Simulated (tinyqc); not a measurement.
Inside a calculation. Method: MP2 on RHF in the sto-3g basis, for H2F+, spin multiplicity 1. Computed by tinyqc, a small Python program that keeps every step (integrals from PySCF). Settings: charge = 1, multiplicity = 1, basis = sto-3g, method = RHF, energy threshold = 1e-10, iteration cap = 66, orthogonalisation = symmetric, start = Wolfsberg-Helmholz matrix, DIIS depth = 6. Command: `OMP_NUM_THREADS=1 python tinyqc.py 21030 21031 out.jsonl` (the two numbers bound the seeds that draw the settings). One thread of a shared host (Intel(R) Xeon(R) Processor @ 2.60GHz), about 0.2 s of CPU time with the checks. The early iterations of the SCF are left out here.

## One-electron integrals

Geometry (angstrom):
```
atom         x          y         z
F     0.000000   0.000000  0.000000
H     0.000000   0.787000  0.670000
H     0.000000  -0.787000  0.670000
```

Basis sto-3g: exponents (1/bohr^2) and contraction coefficients of normalised primitives:
```
element  l (shell)    exponent  coefficient
F            s (1)  166.679130     0.154329
F            s (1)   30.360812     0.535328
F            s (1)    8.216821     0.444635
F            s (2)    6.464803    -0.099967
F            s (2)    1.502281     0.399513
F            s (2)    0.488588     0.700115
F            p (3)    6.464803     0.155916
F            p (3)    1.502281     0.607684
F            p (3)    0.488588     0.391957
H            s (1)    3.425251     0.154329
H            s (1)    0.623914     0.535328
H            s (1)    0.168855     0.444635
```

Overlap, kinetic and nuclear-attraction integrals over the contracted functions; the nuclear repulsion is the sum of Za Zb / Rab.

nuclear repulsion = 9.55200502 hartree

overlap S, order 1F 1s, 1F 2s, 1F 2px, 1F 2py, 1F 2pz, 2H 1s, 3H 1s:
$$\begin{pmatrix}
1.000000 & 0.237990 & 0.000000 & 0.000000 & 0.000000 & 0.037432 & 0.037432 \\
0.237990 & 1.000000 & 0.000000 & 0.000000 & 0.000000 & 0.374583 & 0.374583 \\
0.000000 & 0.000000 & 1.000000 & 0.000000 & 0.000000 & 0.000000 & 0.000000 \\
0.000000 & 0.000000 & 0.000000 & 1.000000 & 0.000000 & 0.233991 & -0.233991 \\
0.000000 & 0.000000 & 0.000000 & 0.000000 & 1.000000 & 0.199204 & 0.199204 \\
0.037432 & 0.374583 & 0.000000 & 0.233991 & 0.199204 & 1.000000 & 0.230717 \\
0.037432 & 0.374583 & 0.000000 & -0.233991 & 0.199204 & 0.230717 & 1.000000
\end{pmatrix}$$

kinetic energy T (hartree), order 1F 1s, 1F 2s, 1F 2px, 1F 2py, 1F 2pz, 2H 1s, 3H 1s:
$$\begin{pmatrix}
36.984577 & -0.212858 & 0.000000 & 0.000000 & 0.000000 & -0.005963 & -0.005963 \\
-0.212858 & 1.037995 & 0.000000 & 0.000000 & 0.000000 & 0.074669 & 0.074669 \\
0.000000 & 0.000000 & 3.248015 & 0.000000 & 0.000000 & 0.000000 & 0.000000 \\
0.000000 & 0.000000 & 0.000000 & 3.248015 & 0.000000 & 0.145491 & -0.145491 \\
0.000000 & 0.000000 & 0.000000 & 0.000000 & 3.248015 & 0.123861 & 0.123861 \\
-0.005963 & 0.074669 & 0.000000 & 0.145491 & 0.123861 & 0.760032 & 0.004077 \\
-0.005963 & 0.074669 & 0.000000 & -0.145491 & 0.123861 & 0.004077 & 0.760032
\end{pmatrix}$$

nuclear attraction V (hartree), order 1F 1s, 1F 2s, 1F 2px, 1F 2py, 1F 2pz, 2H 1s, 3H 1s:
$$\begin{pmatrix}
-78.033558 & -9.420505 & 0.000000 & 0.000000 & -0.015366 & -1.521441 & -1.521441 \\
-9.420505 & -12.561956 & 0.000000 & 0.000000 & -0.188206 & -3.556298 & -3.556298 \\
0.000000 & 0.000000 & -12.410946 & 0.000000 & 0.000000 & 0.000000 & 0.000000 \\
0.000000 & 0.000000 & 0.000000 & -12.511624 & 0.000000 & -1.919498 & 1.919498 \\
-0.015366 & -0.188206 & 0.000000 & 0.000000 & -12.483914 & -1.691389 & -1.691389 \\
-1.521441 & -3.556298 & 0.000000 & -1.919498 & -1.691389 & -6.045628 & -1.538003 \\
-1.521441 & -3.556298 & 0.000000 & 1.919498 & -1.691389 & -1.538003 & -6.045628
\end{pmatrix}$$

core Hamiltonian H = T + V (hartree), order 1F 1s, 1F 2s, 1F 2px, 1F 2py, 1F 2pz, 2H 1s, 3H 1s:
$$\begin{pmatrix}
-41.048981 & -9.633363 & 0.000000 & 0.000000 & -0.015366 & -1.527404 & -1.527404 \\
-9.633363 & -11.523960 & 0.000000 & 0.000000 & -0.188206 & -3.481629 & -3.481629 \\
0.000000 & 0.000000 & -9.162932 & 0.000000 & 0.000000 & 0.000000 & 0.000000 \\
0.000000 & 0.000000 & 0.000000 & -9.263609 & 0.000000 & -1.774007 & 1.774007 \\
-0.015366 & -0.188206 & 0.000000 & 0.000000 & -9.235900 & -1.567528 & -1.567528 \\
-1.527404 & -3.481629 & 0.000000 & -1.774007 & -1.567528 & -5.285596 & -1.533926 \\
-1.527404 & -3.481629 & 0.000000 & 1.774007 & -1.567528 & -1.533926 & -5.285596
\end{pmatrix}$$

## Two-electron integrals

Functions are numbered as in S; the eight-fold symmetry (ij|kl) = (ji|kl) = (kl|ij) leaves the list below.

Two-electron integrals (ij|kl) in chemists' order, unique and non-zero (hartree):
```
(11|11) 5.403501    (21|11) 0.841920    (21|21) 0.156299    (22|11) 1.268028
(22|21) 0.292344    (22|22) 0.926167    (31|31) 0.027998    (32|31) 0.043169
(32|32) 0.204588    (33|11) 1.264502    (33|21) 0.292403    (33|22) 0.925959
(33|33) 0.997514    (41|41) 0.027998    (42|41) 0.043169    (42|42) 0.204588
(43|43) 0.053770    (44|11) 1.264502    (44|21) 0.292403    (44|22) 0.925959
(44|33) 0.889973    (44|44) 0.997514    (51|51) 0.027998    (52|51) 0.043169
(52|52) 0.204588    (53|53) 0.053770    (54|54) 0.053770    (55|11) 1.264502
(55|21) 0.292403    (55|22) 0.925959    (55|33) 0.889973    (55|44) 0.889973
(55|55) 0.997514    (61|11) 0.134313    (61|21) 0.024726    (61|22) 0.045961
(61|33) 0.045890    (61|41) 0.000774    (61|42) 0.001451    (61|44) 0.046017
(61|51) 0.000659    (61|52) 0.001235    (61|54) 0.000108    (61|55) 0.045982
(61|61) 0.003952    (62|11) 0.341462    (62|21) 0.079787    (62|22) 0.282161
(62|33) 0.278025    (62|41) 0.004144    (62|42) 0.032383    (62|44) 0.285060
(62|51) 0.003528    (62|52) 0.027569    (62|54) 0.005989    (62|55) 0.283124
(62|61) 0.012809    (62|62) 0.105969    (63|31) 0.008337    (63|32) 0.049456
(63|43) 0.006812    (63|53) 0.005799    (63|63) 0.015679    (64|11) 0.177366
(64|21) 0.041974    (64|22) 0.158892    (64|33) 0.152105    (64|41) 0.010242
(64|42) 0.066740    (64|44) 0.169530    (64|51) 0.001622    (64|52) 0.014714
(64|54) 0.009035    (64|55) 0.154860    (64|61) 0.007020    (64|62) 0.073181
(64|64) 0.065835    (65|11) 0.150998    (65|21) 0.035734    (65|22) 0.135270
(65|33) 0.129492    (65|41) 0.001622    (65|42) 0.014714    (65|44) 0.132728
(65|51) 0.009718    (65|52) 0.061983    (65|54) 0.009567    (65|55) 0.143436
(65|61) 0.005977    (65|62) 0.062301    (65|64) 0.042699    (65|65) 0.052030
(66|11) 0.497797    (66|21) 0.118225    (66|22) 0.482328    (66|33) 0.465886
(66|41) 0.007681    (66|42) 0.084634    (66|44) 0.494167    (66|51) 0.006539
(66|52) 0.072052    (66|54) 0.024077    (66|55) 0.486383    (66|61) 0.019099
(66|62) 0.232679    (66|64) 0.186740    (66|65) 0.158978    (66|66) 0.774606
(71|11) 0.134313    (71|21) 0.024726    (71|22) 0.045961    (71|33) 0.045890
(71|41) -0.000774   (71|42) -0.001451   (71|44) 0.046017    (71|51) 0.000659
(71|52) 0.001235    (71|54) -0.000108   (71|55) 0.045982    (71|61) 0.003907
(71|62) 0.012502    (71|64) 0.006291    (71|65) 0.005838    (71|66) 0.018508
(71|71) 0.003952    (72|11) 0.341462    (72|21) 0.079787    (72|22) 0.282161
(72|33) 0.278025    (72|41) -0.004144   (72|42) -0.032383   (72|44) 0.285060
(72|51) 0.003528    (72|52) 0.027569    (72|54) -0.005989   (72|55) 0.283124
(72|61) 0.012502    (72|62) 0.088659    (72|64) 0.041859    (72|65) 0.050719
(72|66) 0.161674    (72|71) 0.012809    (72|72) 0.105969    (73|31) 0.008337
(73|32) 0.049456    (73|43) -0.006812   (73|53) 0.005799    (73|63) 0.012761
(73|73) 0.015679    (74|11) -0.177366   (74|21) -0.041974   (74|22) -0.158892
(74|33) -0.152105   (74|41) 0.010242    (74|42) 0.066740    (74|44) -0.169530
(74|51) -0.001622   (74|52) -0.014714   (74|54) 0.009035    (74|55) -0.154860
(74|61) -0.006291   (74|62) -0.041859   (74|64) -0.007300   (74|65) -0.023441
(74|66) -0.068017   (74|71) -0.007020   (74|72) -0.073181   (74|74) 0.065835
(75|11) 0.150998    (75|21) 0.035734    (75|22) 0.135270    (75|33) 0.129492
(75|41) -0.001622   (75|42) -0.014714   (75|44) 0.132728    (75|51) 0.009718
(75|52) 0.061983    (75|54) -0.009567   (75|55) 0.143436    (75|61) 0.005838
(75|62) 0.050719    (75|64) 0.023441    (75|65) 0.041433    (75|66) 0.102595
(75|71) 0.005977    (75|72) 0.062301    (75|74) -0.042699   (75|75) 0.052030
(76|11) 0.138114    (76|21) 0.032640    (76|22) 0.127548    (76|33) 0.124817
(76|44) 0.126823    (76|51) 0.002193    (76|52) 0.021358    (76|55) 0.130866
(76|61) 0.005202    (76|62) 0.049575    (76|64) 0.029797    (76|65) 0.033270
(76|66) 0.121150    (76|71) 0.005202    (76|72) 0.049575    (76|74) -0.029797
(76|75) 0.033270    (76|76) 0.029731    (77|11) 0.497797    (77|21) 0.118225
(77|22) 0.482328    (77|33) 0.465886    (77|41) -0.007681   (77|42) -0.084634
(77|44) 0.494167    (77|51) 0.006539    (77|52) 0.072052    (77|54) -0.024077
(77|55) 0.486383    (77|61) 0.018508    (77|62) 0.161674    (77|64) 0.068017
(77|65) 0.102595    (77|66) 0.331019    (77|71) 0.019099    (77|72) 0.232679
(77|74) -0.186740   (77|75) 0.158978    (77|76) 0.121150    (77|77) 0.774606
```

## Orthogonalisation

S = U s U^T; symmetric (Loewdin) form X = U s^(-1/2) U^T, so that X^T S X = 1.

eigenvalues of S: [0.470227, 0.534198, 0.891227, 1.000000, 1.101619, 1.235086, 1.767644]

X, order 1F 1s, 1F 2s, 1F 2px, 1F 2py, 1F 2pz, 2H 1s, 3H 1s:
$$\begin{pmatrix}
1.023676 & -0.135812 & 0.000000 & 0.000000 & -0.006419 & 0.017162 & 0.017162 \\
-0.135812 & 1.141469 & 0.000000 & 0.000000 & 0.062001 & -0.202721 & -0.202721 \\
0.000000 & 0.000000 & 1.000000 & 0.000000 & 0.000000 & 0.000000 & 0.000000 \\
0.000000 & 0.000000 & 0.000000 & 1.056914 & 0.000000 & -0.156371 & 0.156371 \\
-0.006419 & 0.062001 & 0.000000 & 0.000000 & 1.032224 & -0.105768 & -0.105768 \\
0.017162 & -0.202721 & 0.000000 & -0.156371 & -0.105768 & 1.118100 & -0.092996 \\
0.017162 & -0.202721 & 0.000000 & 0.156371 & -0.105768 & -0.092996 & 1.118100
\end{pmatrix}$$

## Iteration 8 (converged): orbitals

converged F (hartree), order 1F 1s, 1F 2s, 1F 2px, 1F 2py, 1F 2pz, 2H 1s, 3H 1s:
$$\begin{pmatrix}
-26.619921 & -6.787367 & 0.000000 & 0.000000 & -0.023938 & -1.085457 & -1.085457 \\
-6.787367 & -3.628602 & 0.000000 & 0.000000 & -0.121965 & -1.139379 & -1.139379 \\
0.000000 & 0.000000 & -1.038827 & 0.000000 & 0.000000 & 0.000000 & 0.000000 \\
0.000000 & 0.000000 & 0.000000 & -0.962085 & 0.000000 & -0.481324 & 0.481324 \\
-0.023938 & -0.121965 & 0.000000 & 0.000000 & -0.994661 & -0.463307 & -0.463307 \\
-1.085457 & -1.139379 & 0.000000 & -0.481324 & -0.463307 & -0.828665 & -0.413192 \\
-1.085457 & -1.139379 & 0.000000 & 0.481324 & -0.463307 & -0.413192 & -0.828665
\end{pmatrix}$$

Diagonalise F' = X^T F X, C = X C', fill 5 alpha and 5 beta electrons from the bottom; D = 2 C_occ C_occ^T. Each column has its largest component positive (the first on a tie).

F' = X^T F X (hartree):
$$\begin{pmatrix}
-26.141147 & -3.437364 & 0.000000 & 0.000000 & -0.045194 & -0.133470 & -0.133470 \\
-3.437364 & -2.278865 & 0.000000 & 0.000000 & 0.038876 & -0.455155 & -0.455155 \\
0.000000 & 0.000000 & -1.038827 & 0.000000 & 0.000000 & 0.000000 & 0.000000 \\
0.000000 & 0.000000 & 0.000000 & -0.776836 & 0.000000 & -0.401959 & 0.401959 \\
-0.045194 & 0.038876 & 0.000000 & 0.000000 & -0.883252 & -0.309194 & -0.309194 \\
-0.133470 & -0.455155 & 0.000000 & -0.401959 & -0.309194 & -0.388593 & -0.096759 \\
-0.133470 & -0.455155 & 0.000000 & 0.401959 & -0.309194 & -0.096759 & -0.388593
\end{pmatrix}$$

orbital energies (hartree): MO1 -26.629440, MO2 -2.047270, MO3 -1.152355, MO4 -1.081470, MO5 -1.038827, MO6 -0.030437, MO7 0.083686

coefficients C, order 1F 1s, 1F 2s, 1F 2px, 1F 2py, 1F 2pz, 2H 1s, 3H 1s:
$$\begin{pmatrix}
0.994757 & -0.249802 & 0.000000 & 0.071952 & 0.000000 & 0.099344 & 0.000000 \\
0.022446 & 0.947054 & 0.000000 & -0.358912 & 0.000000 & -0.617413 & 0.000000 \\
0.000000 & 0.000000 & 0.000000 & 0.000000 & 1.000000 & 0.000000 & 0.000000 \\
0.000000 & 0.000000 & 0.759978 & 0.000000 & 0.000000 & 0.000000 & -0.767074 \\
0.002500 & 0.112884 & 0.000000 & 0.843487 & 0.000000 & -0.606239 & 0.000000 \\
-0.003877 & 0.083773 & 0.341550 & 0.232526 & 0.000000 & 0.718955 & 0.800732 \\
-0.003877 & 0.083773 & -0.341550 & 0.232526 & 0.000000 & 0.718955 & -0.800732
\end{pmatrix}$$

D after iteration 8, order 1F 1s, 1F 2s, 1F 2px, 1F 2py, 1F 2pz, 2H 1s, 3H 1s:
$$\begin{pmatrix}
2.114237 & -0.480144 & 0.000000 & 0.000000 & 0.069957 & -0.016105 & -0.016105 \\
-0.480144 & 2.052467 & 0.000000 & 0.000000 & -0.391547 & -0.008412 & -0.008412 \\
0.000000 & 0.000000 & 2.000000 & 0.000000 & 0.000000 & 0.000000 & 0.000000 \\
0.000000 & 0.000000 & 0.000000 & 1.155134 & 0.000000 & 0.519142 & -0.519142 \\
0.069957 & -0.391547 & 0.000000 & 0.000000 & 1.448439 & 0.411159 & 0.411159 \\
-0.016105 & -0.008412 & 0.000000 & 0.519142 & 0.411159 & 0.355515 & -0.111111 \\
-0.016105 & -0.008412 & 0.000000 & -0.519142 & 0.411159 & -0.111111 & 0.355515
\end{pmatrix}$$

## Convergence

Stop when the energy changes by less than 1e-10 hartree and every element of the error matrix X^T (F D S - S D F) X is below 3e-06.

Course of the cycle:
```
iteration   E (hartree)     change  largest element of the error matrix
1          -98.55590166          -                             4.63e-01
2          -98.83634801  -2.80e-01                             1.13e-01
3          -98.85265264  -1.63e-02                             1.92e-02
4          -98.85316176  -5.09e-04                             3.84e-03
5          -98.85318878  -2.70e-05                             1.27e-03
6          -98.85319341  -4.63e-06                             1.02e-05
7          -98.85319341  -1.77e-10                             5.31e-08
8          -98.85319341  -1.42e-14                             2.72e-08
```

PySCF RHF in the same basis = -98.85319341 hartree

Converged in 8 iterations.

## Integrals over molecular orbitals

(pq|rs) = sum C_ip C_jq C_kr C_ls (ij|kl), one index at a time.

one-electron integrals over orbitals h = C^T H C (hartree):
$$\begin{pmatrix}
-41.031160 & 0.688760 & 0.000000 & -0.188192 & 0.000000 & -0.263266 & 0.000000 \\
0.688760 & -9.628546 & 0.000000 & 0.381231 & 0.000000 & 1.341114 & 0.000000 \\
0.000000 & 0.000000 & -8.067593 & 0.000000 & 0.000000 & 0.000000 & 2.118674 \\
-0.188192 & 0.381231 & 0.000000 & -8.565606 & 0.000000 & 1.532141 & 0.000000 \\
0.000000 & 0.000000 & 0.000000 & 0.000000 & -9.162932 & 0.000000 & 0.000000 \\
-0.263266 & 1.341114 & 0.000000 & 1.532141 & 0.000000 & -5.721352 & 0.000000 \\
0.000000 & 0.000000 & 2.118674 & 0.000000 & 0.000000 & 0.000000 & -5.903134
\end{pmatrix}$$

Two-electron integrals over orbitals (pq|rs), unique and non-zero (hartree):
```
(11|11) 5.362726    (21|11) -0.502954   (21|21) 0.074975    (22|11) 1.203282
(22|21) -0.019121   (22|22) 0.860975    (31|31) 0.017989    (32|31) 0.026406
(32|32) 0.157660    (33|11) 0.998121    (33|21) -0.008371   (33|22) 0.762665
(33|33) 0.740303    (41|11) 0.143826    (41|21) -0.018372   (41|22) 0.014839
(41|33) 0.005379    (41|41) 0.027724    (42|11) -0.104646   (42|21) 0.008637
(42|22) 0.000463    (42|33) -0.009495   (42|41) 0.027786    (42|42) 0.155427
(43|31) -0.004442   (43|32) 0.003888    (43|43) 0.050472    (44|11) 1.129219
(44|21) -0.014200   (44|22) 0.798816    (44|33) 0.707624    (44|41) -0.010559
(44|42) -0.090790   (44|44) 0.861362    (51|51) 0.029591    (52|51) 0.039041
(52|52) 0.181120    (53|53) 0.038810    (54|51) -0.010450   (54|52) -0.037940
(54|54) 0.054199    (55|11) 1.264014    (55|21) -0.014155   (55|22) 0.879979
(55|33) 0.751523    (55|41) 0.004117    (55|42) -0.057524   (55|44) 0.819639
(55|55) 0.997514    (61|11) 0.200360    (61|21) -0.031928   (61|22) 0.002613
(61|33) 0.001923    (61|41) -0.005842   (61|42) -0.020603   (61|44) 0.014183
(61|55) 0.005536    (61|61) 0.021655    (62|11) -0.283324   (62|21) 0.006650
(62|22) -0.147021   (62|33) -0.094721   (62|41) -0.018768   (62|42) -0.044011
(62|44) -0.090435   (62|55) -0.147958   (62|61) 0.007018    (62|62) 0.080788
(63|31) -0.004492   (63|32) 0.017046    (63|43) 0.016250    (63|63) 0.059802
(64|11) -0.295260   (64|21) 0.004114    (64|22) -0.152508   (64|33) -0.096244
(64|41) -0.003626   (64|42) 0.026226    (64|44) -0.161356   (64|55) -0.162675
(64|61) -0.000255   (64|62) 0.060761    (64|64) 0.089101    (65|51) -0.012926
(65|52) -0.050127   (65|54) -0.008985   (65|65) 0.026590    (66|11) 0.724177
(66|21) -0.005727   (66|22) 0.588587    (66|33) 0.561542    (66|41) 0.016453
(66|42) 0.067408    (66|44) 0.549086    (66|55) 0.561033    (66|61) -0.006318
(66|62) -0.063224   (66|64) -0.032942   (66|66) 0.554989    (71|31) -0.016594
(71|32) -0.023357   (71|43) 0.004202    (71|63) 0.003779    (71|71) 0.015325
(72|31) -0.017095   (72|32) -0.062787   (72|43) 0.026571    (72|63) 0.027322
(72|71) 0.015200    (72|72) 0.053798    (73|11) -0.417193   (73|21) 0.008352
(73|22) -0.200296   (73|33) -0.163589   (73|41) 0.001306    (73|42) 0.065333
(73|44) -0.187650   (73|55) -0.226838   (73|61) -0.005489   (73|62) 0.067274
(73|64) 0.096401    (73|66) -0.021324   (73|73) 0.161084    (74|31) 0.008223
(74|32) 0.060928    (74|43) -0.004461   (74|63) 0.042781    (74|71) -0.007605
(74|72) -0.009604   (74|74) 0.054751    (75|53) -0.025028   (75|75) 0.018645
(76|31) 0.009046    (76|32) 0.087144    (76|43) 0.049611    (76|63) 0.072018
(76|71) -0.008270   (76|72) 0.010896    (76|74) 0.065529    (76|76) 0.151364
(77|11) 0.769264    (77|21) -0.006949   (77|22) 0.603601    (77|33) 0.607003
(77|41) 0.003819    (77|42) 0.013866    (77|44) 0.578016    (77|55) 0.587327
(77|61) 0.001606    (77|62) -0.042924   (77|64) -0.027014   (77|66) 0.544096
(77|73) -0.054619   (77|77) 0.574906
```

## Second-order Moller-Plesset energy

Hartree-Fock energy = -98.85319341 hartree

E2 = sum_ijab (ia|jb) [2 (ia|jb) - (ib|ja)] / (e_i + e_j - e_a - e_b) over occupied i, j and virtual a, b; the opposite-spin part is (ia|jb)^2 / denominator, the rest is same-spin, and SCS-MP2 scales them by 6/5 and 1/3.

Terms:
```
i  j  a  b    (ia|jb)    (ib|ja)  denominator       term
3  3  7  7   0.161084   0.161084    -2.472082  -0.010496
3  4  7  6   0.096401   0.042781    -2.287074  -0.006324
4  3  6  7   0.096401   0.042781    -2.287074  -0.006324
4  4  6  6   0.089101   0.089101    -2.102065  -0.003777
2  3  6  7   0.067274   0.027322    -3.252874  -0.002218
3  2  7  6   0.067274   0.027322    -3.252874  -0.002218
2  2  6  6   0.080788   0.080788    -4.033666  -0.001618
3  3  6  6   0.059802   0.059802    -2.243836  -0.001594
4  4  7  7   0.054751   0.054751    -2.330311  -0.001286
4  2  6  6   0.060761   0.060761    -3.067865  -0.001203
2  4  6  6   0.060761   0.060761    -3.067865  -0.001203
2  2  7  7   0.053798   0.053798    -4.261911  -0.000679
5  5  6  6   0.026590   0.026590    -2.016780  -0.000351
3  4  6  7   0.042781   0.096401    -2.287074   0.000203
4  3  7  6   0.042781   0.096401    -2.287074   0.000203
5  5  7  7   0.018645   0.018645    -2.245025  -0.000155
3  2  6  7   0.027322   0.067274    -3.252874   0.000106
2  3  7  6   0.027322   0.067274    -3.252874   0.000106
4  2  7  7  -0.009604  -0.009604    -3.296111  -0.000028
2  4  7  7  -0.009604  -0.009604    -3.296111  -0.000028
1  1  6  6   0.021655   0.021655   -53.198006  -0.000009
2  1  7  7   0.015200   0.015200   -28.844081  -0.000008
1  2  7  7   0.015200   0.015200   -28.844081  -0.000008
1  1  7  7   0.015325   0.015325   -53.426251  -4.40e-06
1  3  6  7  -0.005489   0.003779   -27.835044  -2.91e-06
3  1  7  6  -0.005489   0.003779   -27.835044  -2.91e-06
1  4  7  7  -0.007605  -0.007605   -27.878281  -2.07e-06
4  1  7  7  -0.007605  -0.007605   -27.878281  -2.07e-06
1  3  7  6   0.003779  -0.005489   -27.835044  -1.77e-06
3  1  6  7   0.003779  -0.005489   -27.835044  -1.77e-06
2  1  6  6   0.007018   0.007018   -28.615836  -1.72e-06
1  2  6  6   0.007018   0.007018   -28.615836  -1.72e-06
1  4  6  6  -0.000255  -0.000255   -27.650036  -2.35e-09
4  1  6  6  -0.000255  -0.000255   -27.650036  -2.35e-09
```

Pair energies (hartree; pair i-j sums ij and ji):
```
pair  opposite spin  same spin
1-1       -0.000013   0.000000
2-1       -0.000019   0.000000
2-2       -0.002297   0.000000
3-1       -3.19e-06  -0.000006
3-2       -0.003242  -0.000981
3-3       -0.012090   0.000000
4-1       -4.15e-06   0.000000
4-2       -0.002463   0.000000
4-3       -0.009727  -0.002514
4-4       -0.005063   0.000000
5-5       -0.000505   0.000000
```

MP2 correlation energy = -0.03892937 hartree

SCS-MP2 correlation energy = -0.04368028 hartree

MP2 total energy = -98.89212278 hartree
